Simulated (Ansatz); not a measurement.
The input, for Ansatz 0.2.0:

```yaml
crystal:
  periodic: [false, false, false]
  atoms:
    - {symbol: C, position_ang: [0.000000, -0.284291, 2.059111]}
    - {symbol: Ge, position_ang: [0.000000, 0.088210, 0.351243]}
    - {symbol: P, position_ang: [0.000000, -0.096781, -1.723012]}
    - {symbol: H, position_ang: [0.000000, 0.004635, 3.097890]}
basis:
  gaussian: {orbitals: STO-3G}
magnetization: {spin_polarized: false, initial_magnetization: 2}
hamiltonian: {pseudopotentials: {relativity: scalar}}
correlation: {active_space: {window: {electrons: 8, orbitals: 5}}}
scf: {lower_state_search: off}
output: {forces: true}
```

```sh
$ ansatz run in.yaml --threads 1 --pin off --events-out ev --progress --plain --max-ram 2393MiB
```

The program prints:

```
these checks for a lower state are left out or cut short: stability, starts, cluster_reference, orbital_swaps, neighbouring_geometries, increment
352 factors; integrals over basis functions are off by at most 2.5e-5 eV
mean field evaluation 1: about -66500.1406 eV, gradient 1.1e1 eV
mean field evaluation 2: about -66500.1625 eV, gradient 1.1e1 eV
mean field evaluation 4: about -66500.6051 eV, gradient 7.5e0 eV
mean field evaluation 8: about -66501.3429 eV, gradient 1.3e0 eV
mean field evaluation 16: about -66501.4048 eV, gradient 1.2e-2 eV
mean field -66501.40479189 eV, -2443.8815498307 hartree, gradient 2.5e-6 eV, S^2 2.000000; 0 other end points of the search recorded, 0 dependent functions left out
reference -66501.40479189 eV, -2443.8815498307 hartree; 28, 26 occupied and 5, 7 virtual orbitals, 352 factors
state -66501.44258191 eV, -2443.8829385886 hartree
the calculation of the forces begins
Total energy: -66501.44258191 eV, -2443.8829385886 hartree
Relativity: scalar
Atom 0 at     0.000000    -0.284291     2.059111 Å, force    -0.000000     2.099333   -11.339879 eV/Å
Atom 1 at     0.000000     0.088210     0.351243 Å, force     0.000000    -1.656905    12.926063 eV/Å
Atom 2 at     0.000000    -0.096781    -1.723012 Å, force    -0.000000    -0.448702    -1.742241 eV/Å
Atom 3 at     0.000000     0.004635     3.097890 Å, force     0.000000     0.006274     0.156057 eV/Å
Dipole moment:     0.000000    -0.005929    -0.252561 e Å
Checks for a lower state left out: stability, starts, cluster_reference, orbital_swaps, neighbouring_geometries, increment
```

Natural occupations: 2.0000 1.9976 1.9976 1.0024 1.0024.

Forces (eV/Å):
```
C     0.000   2.099 -11.340
Ge    0.000  -1.657  12.926
P     0.000  -0.449  -1.742
H     0.000   0.006   0.156
```

Ran on 1 thread of Arm Neoverse V2, shared host: 0.57 s wall, 0.25 GiB peak host memory.
